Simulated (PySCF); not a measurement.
C₅H₅O (charge -1).
Numbering: `[CH3:1][C:2]#[C:3]/[CH:4]=[CH:5]\[O-:6]` (hydrogens: H7, H8, H9 on C1; H10 on C4; H11 on C5)

Method used: PySCF, PBE0-D3(BJ)/def2-SVP geometry optimisation, gas phase.

(1) What internal coordinates does the optimisation give?

## Answers

(1) 
```csv
bond,length (Å),order
C1–C2,1.453,single
C2≡C3,1.229,triple
C3–C4,1.406,single
C4=C5,1.409,double
C5–O6,1.239,single
"C1–H7, C1–H8, C1–H9",1.108,single
C4–H10,1.097,single
C5–H11,1.140,single
```

Bonds in one row agree within 0.01 Å and their mean is given. Orders are formal, as drawn. A selection of angles:
```csv
angle,degrees
C2–C1–H7,112.4
C2–C1–H9,113.8
H7–C1–H8,106.1
C1–C2–C3,178.8
C2–C3–C4,178.0
C3–C4–C5,125.3
C3–C4–H10,117.8
C5–C4–H10,116.9
C4–C5–O6,130.7
C4–C5–H11,110.9
O6–C5–H11,118.4
```

Torsions: C3–C4–C5–O6 0° (synperiplanar). The mirror-image conformer, all signs reversed, is as good.

C4 (carbon bonded to 2 C and H) is planar (angles 125.3°, 117.8° and 116.9°, sum 360.0°, 0.00 Å off the plane of its three neighbours). C5 (vinylic carbon bearing oxygen) is planar (angles 130.7°, 118.4° and 110.9°, sum 360.0°, 0.00 Å off the plane of its three neighbours). The C–C distances run from 1.229 Å (C2≡C3, drawn triple) to 1.453 Å (C1–C2, drawn single), a spread of 0.224 Å. The 6 heavy atoms lie in one plane (0.002 Å rms).

No PBE0-D3(BJ)/def2-SVP frequencies stand behind this structure, so it isn't proved a minimum.

The run took 12 s on x86-64 server, one thread, shared host. This is the geometry optimisation.
